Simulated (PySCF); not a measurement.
Species: CH3CH2CH2CHFCH3, C₅H₁₁F.
InChI=1S/C5H11F/c1-3-4-5(2)6/h5H,3-4H2,1-2H3/t5-/m1/s1

Torsions of this conformer, `[CH3:1][CH2:2][CH2:3][C@@H:4]([CH3:5])[F:6]`: C1–C2–C3–C4 179°, C2–C3–C4–C5 179°.

The closed-shell ground state was solved at several levels (PySCF, density fitting, gas phase, non-relativistic). The structure is a single PBE0-D3(BJ)/def2-TZVP conformer in the gas phase; no vibrational or solvent corrections.

```csv
level,basis functions,HOMO (eV),LUMO (eV),gap (eV),dipole (D)
B97-2/pcSseg-2,370,-8.69,0.70,9.39,1.80
PBE0/pcSseg-2,370,-8.96,0.66,9.62,1.81
wB97X-D/pcSseg-2,370,-10.86,2.36,13.22,1.84
```

Q: Estimate the row for KT3/pcSseg-2, a basis of 370 functions; the other rows only guide the guess.

A: HOMO -7.58 eV, LUMO -0.20 eV, gap 7.38 eV, dipole 1.70 D.

Q: Over all these levels, which gives the widest orbital gap and which the narrowest?

A: wB97X-D/pcSseg-2 (range-separated hybrid) has the widest, 13.22 eV, and KT3/pcSseg-2 (GGA) the narrowest, 7.38 eV. From the narrowest to the widest the HOMO moves by -3.28 eV and the LUMO by +2.56 eV.

Q: In the pcSseg-2 basis, how does the gap go with the fixed share of exact exchange?

A: KT3 (0 %) 7.38 eV; B97-2 (21 %) 9.39 eV; PBE0 (25 %) 9.62 eV. Each rise in the share widens the gap here.

Q: How far do the dipole and the HOMO energy spread over the levels?

A: The dipole runs from 1.70 to 1.84 D (mean 1.79 D) and the HOMO from -10.86 to -7.58 eV.
